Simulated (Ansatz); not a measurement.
Ansatz (a program for electronic structure) input:

Ansatz 0.2 input:
```yaml
crystal:
  periodic: [false, false, false]
  atoms:
    - {symbol: C, position_ang: [-0.57228123, 0.00747040, -0.00078176]}
    - {symbol: F, position_ang: [0.71108630, -0.07346237, -0.05506023]}
    - {symbol: H, position_ang: [-0.92248287, 0.17658991, 1.10430640]}
    - {symbol: H, position_ang: [-0.90855118, 1.12961277, 0.01268942]}
    - {symbol: H, position_ang: [-1.13505528, -0.68986378, -0.61676320]}
basis:
  gaussian:
    orbitals: def2-TZVP
hamiltonian:
  xc: b3lyp
  dispersion: d3bj
total_charge: 1
magnetization: {spin_polarized: true, initial_magnetization: 1}
phonons: {temperatures: {t_min: 298.15, t_max: 298.15, t_step: 100}}
```

### Question
Which total energy does the run end on?

### Answer
-139.35208 Eh (B3LYP-D3(BJ)/def2-TZVP). The basis has 80 functions.
